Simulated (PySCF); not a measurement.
# AlClFH: the cost of one run

Computed with PySCF 2.14.0; each step states its level. No surroundings beyond the atoms listed, unless a continuum is named. Atoms count from 0, parts from 1.

## 1. The system as given

4 atoms, charge 0, multiplicity 1; geometry: GFN2-xTB. Parts: 1 = atoms 0–1, `[Al][Cl]`, charge 0; 2 = atoms 2–3, `F`, charge 0.

## 2. Optimising the geometry at PBE0-D3(BJ)/def2-TZVPD

The job: settings as JSON, then the geometry in Å.

```
{"job": {"xc": "PBE0", "basis": "def2-TZVPD", "d3": "d3bj", "grid": 3, "kind": "geom", "shake": 0.01}, "charge": 0, "multiplicity": 1, "parts": [{"atoms": "0-1", "charge": 0, "multiplicity": 1}, {"atoms": "2-3", "charge": 0, "multiplicity": 1}]}
Al     0.862638    -0.686710     0.622701
Cl    -0.311451    -0.021029    -0.912246
F      1.439686    -2.190501     0.677090
H      1.262480     0.178301     1.803832
```

Command:

```console
> OMP_NUM_THREADS=1 python cluster_run.py task.json out
```

This one command runs all jobs of the session in turn.

Q: Estimate the wall time and peak memory of this job on 1 thread of Arm Neoverse N1, shared host.

About 51 s, with a peak of 0.57 GiB.
